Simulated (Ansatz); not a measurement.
## HF, triplet: the ladder up to UCCSDT(Q)

Geometry: that of the HF, singlet, kept fixed. The singlet lies 10.3 eV lower here.

```xyz
2

F     0.0000    0.0000    0.0000
H     0.0000    0.0000    0.9200
```

Basis cc-pVTZ; Ansatz 0.2.0. Correlated methods freeze the noble-gas cores, which leaves 8 electrons in 43 orbitals. Prefix R: restricted or restricted open-shell reference; prefix U: unrestricted. Active spaces: valence = (8e, 5o) chosen from the atoms' valence shells.

Full CI isn't at hand for all of this; UCCSDT(Q) serves as the reference, and is uncertain by about the last step of the cluster series. The frozen core follows each run's orbitals, which can shift R against U totals by a few meV.

For open shells CISD is restricted-active-space CI with the open shells as a complete middle space.

* UHF ⟨S²⟩: 2.004
* T1 diagnostic (RCCSD): 0.0109
* largest doubles amplitude (RCCSD): 0.032
* T1 diagnostic (UCCSD): 0.0068

```
                            level  E − E(UCCSDT(Q)) (mEh)  share of correlation (%)  wall time
                              RHF                  233.90                      0.00          –
                              UHF                  228.38                      2.36          –
                             RMP2                   16.88                     92.78          –
                             UMP2                   17.51                     92.51          –
                             CISD                    9.79                     95.81      4.3 s
                            RCCSD                    4.66                     98.01          –
                            UCCSD                    4.55                     98.06          –
                         RCCSD(T)                    0.35                     99.85      5.5 s
                         UCCSD(T)                    0.30                     99.87      8.1 s
                          BCCD(T)                    0.35                     99.85        6 s
                           RCCSDT                    0.14                     99.94          –
                           UCCSDT                    0.08                     99.97          –
                        RCCSDT(Q)                    0.06                     99.97       82 s
           CASSCF (valence space)                  233.90                      0.00          –
           NEVPT2 (valence space)                   37.34                     84.04      1.3 s
           MRCISD (valence space)                   10.42                     95.55          –
         MRCISD+Q (valence space)                    1.86                     99.21      2.5 s
MRCISD+Q(relaxed) (valence space)                    1.77                     99.24      3.7 s
```

The correlation energy at UCCSDT(Q), counted from RHF, is -6.365 eV. That run took 68 s on 1 thread of AMD EPYC, shared host.

Times hold each run's SCF and search for its determinant on a shared host, so for small cases they say little of a method's own cost; they ran on 1 thread of AMD EPYC.

Natural occupations of CASSCF (valence space) about the gap: 2.000 2.000 2.000 1.000 1.000; effectively unpaired electrons, Σ n²(2−n)², 2.00.
